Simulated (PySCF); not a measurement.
This PySCF input asks for the NMR shieldings of SMILES CCCC(C)C, C$_{6}$H$_{14}$; the geometry comes from GFN2-xTB.

```python
import basis_set_exchange as bse
import numpy as np
from pyscf import gto, dft
from pyscf.prop import nmr

atoms = """
C     2.749634   -0.558464   -0.133104
C     1.368543   -0.568520    0.511328
C     0.378982    0.296549   -0.266129
C    -0.988908    0.434993    0.410975
C    -1.848504    1.437194   -0.358110
C    -1.716513   -0.904332    0.502688
H     2.697140   -0.936451   -1.152010
H     3.439169   -1.184331    0.429141
H     3.150674    0.452453   -0.164090
H     1.443937   -0.197135    1.536201
H     1.006658   -1.596712    0.554088
H     0.242032   -0.122462   -1.266143
H     0.809966    1.294327   -0.383860
H    -0.834203    0.817734    1.426576
H    -2.814767    1.565671    0.124736
H    -1.359991    2.407634   -0.408549
H    -2.018382    1.086656   -1.374070
H    -1.181129   -1.601071    1.141777
H    -2.712645   -0.764947    0.917221
H    -1.816841   -1.348107   -0.485639
"""
names = dict.fromkeys(["C", "H"], "pcSseg-1")
basis = {el: gto.basis.parse(bse.get_basis(n, elements=[el], fmt="nwchem")) for el, n in names.items()}
mol = gto.M(atom=atoms, basis=basis, charge=0, verbose=0)
mf = dft.RKS(mol, xc="PBE0")
mf.grids.level = 2
mf.grids.alignment = dft.numint.BLKSIZE   # the property module wants whole blocks of grid points
mf.conv_tol = 1e-9
mf.kernel()

calc = nmr.RKS(mf)   # GIAO
C = mf.mo_coeff
Co = C[:, mf.mo_occ > 0]
resp = mf.gen_response(singlet=True, hermi=2)
def vind(x):   # induced exchange potential for any number of trial vectors
    d = np.einsum("pi,xij,qj->xpq", C, 2 * x.reshape(-1, C.shape[1], Co.shape[1]), Co, optimize=True)
    return np.einsum("xpq,pi,qj->xij", resp(d - d.transpose(0, 2, 1)), C, Co, optimize=True).ravel()
mo1, _ = nmr.rhf.solve_mo1(calc, with_cphf=vind)
sigma = calc.kernel(mo1)
for i, s in enumerate(sigma):   # ppm
    print("%2d %-2s %9.2f" % (i, mol.atom_pure_symbol(i), np.trace(s) / 3))
```

Q: What are the results?

A: 
```
 0 C     169.41
 1 C     160.71
 2 C     140.91
 3 C     153.50
 4 C     159.87
 5 C     163.86
 6 H      30.81
 7 H      30.43
 8 H      30.79
 9 H      30.63
10 H      30.17
11 H      30.89
12 H      30.42
13 H      30.37
14 H      30.62
15 H      30.60
16 H      30.97
17 H      30.31
18 H      30.74
19 H      31.32
```

These numbers come from an equivalent density-fitted implementation of the same equations, which agrees with the script to about 0.01 ppm for H and up to a few tenths of a ppm for heavy atoms, so last digits may differ.

Q: Turn these shieldings into chemical shifts. Shifts are taken against calculated references (same method and geometry level): 13C (σref 186.93) and 1H (σref 31.72) against TMS.

A: Averaging equivalent atoms: C 2: 46.0; C 3: 33.4; C 1: 26.2; C 4/5: 25.1; C 0: 17.5; H 13: 1.35; H 9/10: 1.32; H 11/12: 1.06; H 6/7/8: 1.04; H 14/15/16/17/18/19: 0.95 ppm. 

Size and cost of the density-fitted run: 172 basis functions, 20 s wall time on 1 thread of an x86-64 server CPU, shared host.
